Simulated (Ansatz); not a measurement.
`[C-]#[N+]C`, relaxed with RKS PBE-D4/def2-SVP in Ansatz from a rough embedded geometry. The force threshold is 0.03 eV/Å; the program also tests the step.

Total charge 0; spin multiplicity 1.

Start:

```xyz
6

C     1.907   -0.366   -0.747
N     0.842   -0.160   -0.331
C    -0.438    0.084    0.171
H    -0.789    1.054   -0.185
H    -0.405    0.087    1.262
H    -1.117   -0.698   -0.171
```

| step | energy (eV) | largest force (eV/Å) | largest move (Å) |
| --- | --- | --- | --- |
| 1 | -3604.0535 | 2.213 | 0.000 |
| 2 | -3604.1096 | 0.150 | 0.037 |
| 3 | -3604.1117 | 0.018 | 0.006 |

End:

```xyz
6

C     1.947   -0.373   -0.762
N     0.859   -0.163   -0.338
C    -0.435    0.083    0.171
H    -0.809    1.066   -0.182
H    -0.421    0.090    1.279
H    -1.141   -0.703   -0.168
```

Hardware: 4 threads of an Intel Xeon Platinum 8488C on a shared host. Wall time 1.3 s, peak host memory 0.12 GiB.
